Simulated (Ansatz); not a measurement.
A nudged elastic band was laid between two geometries of AlClFH$_{3}$ (6 atoms, charge 0, multiplicity 1).

Method: RKS PBE/6-31G* in Ansatz.

| Item | Value |
| --- | --- |
| movable images | 9 |
| climbing image | yes |
| spring | 5.0 eV/Å² |
| optimiser | quadratic models (default) |
| start path | through a guess of the saddle point |
| force threshold | 0.03 eV/Å |
| iteration limit | 60 |
| end points | relaxed |

First end point:

```xyz
6
Properties=species:S:1:pos:R:3
Al 0.009 -0.034 0.029
F 0.013 0.176 1.749
H 1.428 0.152 -0.671
H -1.427 0.066 -0.654
Cl 0.083 -2.482 0.923
H 0.054 -1.479 1.824
```

Last end point:

```xyz
6
Properties=species:S:1:pos:R:3
Al 0.018 -0.370 -0.101
F 0.021 -0.013 1.868
H 1.425 0.173 -0.609
H -1.426 0.086 -0.593
Cl 0.084 -2.477 0.615
H 0.037 -1.000 2.021
```

Problem. What changes between the two ends?

Solution. Bonds broken: Cl5–H6. Bonds formed: F2–H6.

Problem. Give the energies along the band, and the barrier.

Solution. It converged. The highest image is number 3 of 0 to 10, 0.4 kcal/mol above the first end and 2.9 kcal/mol above the last; the last end lies 2.5 kcal/mol below the first. A vibrational analysis at the climbing image gives one clearly imaginary mode, 272i cm⁻¹: a first-order saddle point. The orbitals stay closed-shell, which can raise the energy where a bond breaks towards radicals; this wasn't checked here.

```csv
image,path coordinate (Å),energy (kcal/mol),Cl5–H6 (Å),F2–H6 (Å)
0,0.00,0.0,1.35,1.66
1,0.09,0.1,1.37,1.55
2,0.19,0.2,1.41,1.44
3,0.28,0.4,1.47,1.34
4,0.36,0.2,1.53,1.25
5,0.44,-0.2,1.60,1.17
6,0.52,-0.9,1.68,1.11
7,0.60,-1.6,1.76,1.06
8,0.68,-2.1,1.85,1.03
9,0.76,-2.4,1.94,1.01
10,0.84,-2.5,2.04,1.00
```

Problem. What is the geometry of the highest image?

Solution. 
```xyz
6
Properties=species:S:1:pos:R:3
Al 0.011 -0.155 0.009
F 0.014 0.052 1.796
H 1.431 0.150 -0.642
H -1.430 0.070 -0.627
Cl 0.080 -2.434 0.878
H 0.052 -1.284 1.787
```

Problem. What are the harmonic wavenumbers there?

Solution. 272i, 311, 367, 512, 523, 625, 726, 734, 966, 1493, 1919, 1940 cm⁻¹.

The run took 90 s on 1 thread of Intel(R) Xeon(R) Platinum 8259CL CPU @ 2.50GHz (Skylake/Cascade Lake), on a shared host, peak memory 0.13 GiB.
